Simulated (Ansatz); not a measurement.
System: fcc Ag. Method: PBEsol (Ansatz, a first-principles code, plane waves, PAW).

Numerical settings: plane-wave cutoff 520 eV, 20×20×20 k mesh, Fermi–Dirac smearing 0.1 eV, perturbation theory, no spin polarisation, scalar-relativistic PAW data made under PBE.

Computed at the level's own relaxed cell.

```
Ag
1.0
    0.00000     2.02700     2.02700
    2.02700     0.00000     2.02700
    2.02700     2.02700     0.00000
Ag
1
Direct
  0.00000   0.00000   0.00000
```

Harmonic phonon frequencies (cm⁻¹; i marks an imaginary mode):

```json
[
 {"q point": "X", "frequencies": "___"},
 {"q point": "L", "frequencies": "79 79 178"},
 {"q point": "W", "frequencies": "114 147 147"}
]
```

### Question
What belongs in the gaps?

### Answer

- X, frequencies: 117 117 176

No imaginary mode appears at these points.
